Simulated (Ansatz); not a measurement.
Elastic constant C44 of 1T (CdI2-type) TiSe₂ (undistorted form, which takes a superstructure on cooling) at several levels of theory

No measured value is used here.

```tsv
level (code)	value (GPa)	cell (Å³/atom)
LDA (Ansatz)	22.2	19.81
PBE (Ansatz)	1.99	24.33
PBEsol (Ansatz)	?	20.74
PBE-D3(BJ) (Ansatz)	21.5	20.54
PBE-D4 (Ansatz)	17.0	21.08
```

What belongs in the gaps?


- PBEsol (Ansatz, a first-principles code), value (GPa): 16.3

LDA: LDA has no dispersion term either, though it tends to give short spacings of layers, chains or molecules. PBE, PBEsol: the cell comes from a level without a dispersion term, which matters for the spacing of layers, chains or molecules. PBE-D3(BJ), PBE-D4: the dispersion coefficients are held fixed in the derivatives. Each level is taken at its own relaxed cell. Ansatz's density-functional and Hartree–Fock values are scalar-relativistic unless marked +SOC, with PAW data made under PBE.
